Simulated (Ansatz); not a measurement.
# Cl₄ (SMILES ClCl.ClCl): Born-Oppenheimer dynamics

The task is to watch the atoms for 60 steps of 0.75 fs, started with velocities for 1000 K and run at constant energy.

Program: Ansatz 0.2.0, Gaussian basis. Level of theory: PBE0-D4/def2-SVP. These are calculated values, not measurements.

### Step 1. Where the work starts

The start, a pair relaxed at PBE0-D4: 4 atoms, charge 0, spin multiplicity 1.

Atoms are counted from 1 here; the program's logs count them from 0.

Bond lengths: Cl1–Cl2 1.987 Å, Cl3–Cl4 1.981 Å.

As a file:

```mol
Cl4
  3D, bonds by distance, orders not assigned

  4  2  0  0  0  0  0  0  0  0999 V2000
    0.0926    0.3119   -1.2368 Cl  0  0
   -0.0540   -0.0829   -3.1785 Cl  0  0
   -0.3194   -1.0296    2.4400 Cl  0  0
    0.2807    0.8006    1.9753 Cl  0  0
  1  2  8  0
  3  4  8  0
M  END
```

### Step 2. The run

md/in.yaml

```yaml
crystal:
  periodic: [false, false, false]
  atoms:
    - {symbol: Cl, position_ang: [0.092631, 0.311861, -1.236785]}
    - {symbol: Cl, position_ang: [-0.053952, -0.082899, -3.178470]}
    - {symbol: Cl, position_ang: [-0.319427, -1.029559, 2.439969]}
    - {symbol: Cl, position_ang: [0.280748, 0.800597, 1.975286]}
basis:
  gaussian: {orbitals: def2-SVP}
hamiltonian: {xc: pbe0, dispersion: d4}
md: {n_steps: 60, timestep: 0.75, temperature: 1000, ensemble: nve, seed: 914, initial_velocities: maxwell_boltzmann}
```

On the command line:

```
ansatz run in.yaml --threads 4 --pin off --events-out ev --progress --plain --max-ram 9574MiB
```

Q: Predict the outcome of this session. Wanted: temperature at the start; mean temperature, second half; lowest and highest potential energy, from the first frame; largest change of potential + kinetic.

As calculated:

| quantity | value |
| --- | --- |
| length | 60 steps, 45.0 fs |
| temperature at the start | 1000 K |
| mean temperature, second half | 813 K |
| lowest and highest potential energy, from the first frame | 0 and 58 meV |
| largest change of potential + kinetic | 0.1 meV |

With no thermostat the total energy should stay fixed; it holds within 0.1 meV, small beside the kinetic energy, so the time step serves. With 4 atoms the instant temperature spans 775 to 1001 K. The molecule keeps its bonds.
